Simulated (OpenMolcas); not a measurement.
# SiH4O (Si(OH)H3): the energy, rung by rung

The species is SiH4O (6 atoms), meant as a singlet with charge 0. SMILES: `[H][Si]([H])([H])O`. The coordinates come from a GFN2-xTB relaxation.

```csv
atom,x (Å),y (Å),z (Å)
Si,-0.0599,-0.1150,-0.4079
O,-0.0595,-0.0919,1.2171
H,0.3273,0.6209,1.7173
H,1.3132,-0.1128,-0.9169
H,-0.7604,1.0584,-0.9332
H,-0.7606,-1.3597,-0.6764
```

Each level gives the energy change with the O2–H3 bond stretched from 0.953 to 1.667 Å (eV). The values are calculated.

| level | kind | program | value (eV) | CPU time (all runs) |
| --- | --- | --- | --- | --- |
| HF/STO-3G (restricted) | Hartree–Fock | OpenMolcas | 5.37 | 3 s |
| PBE/STO-3G (restricted) | GGA | OpenMolcas | 3.26 | 9.4 s |
| r2SCAN/STO-3G (restricted) | meta-GGA | OpenMolcas | 3.64 | 12 s |
| B3LYP/STO-3G (restricted) | global hybrid | OpenMolcas | ? | 9.7 s |
| M06-2X/STO-3G (restricted) | hybrid meta-GGA | OpenMolcas | 4.19 | 11 s |
| PBE0/STO-3G (restricted) | global hybrid | OpenMolcas | ? | 9.2 s |
| ACPF/STO-3G (restricted) | coupled cluster or CI | OpenMolcas | 2.49 | 3.4 s |
| FCI/STO-3G | exact in the basis | OpenMolcas | 3.02 | 96 s |

**Question.** Estimate the missing values from the other rows.

**Answer.** As computed at these levels: B3LYP/STO-3G (restricted): 3.65 eV; PBE0/STO-3G (restricted): 3.91 eV. Spin-restricted single references rise too steeply as a bond breaks, Hartree–Fock most of all. Perturbation and coupled-cluster corrections on them can overshoot downwards. The first shape isn't each level's own minimum. The values span 2.49 to 5.37 eV. All rows use very small basis sets, so even the best lies far from the true value. CPU times are rough (shared hosts, several kinds of processor): they show what a rung costs within a factor of a few.
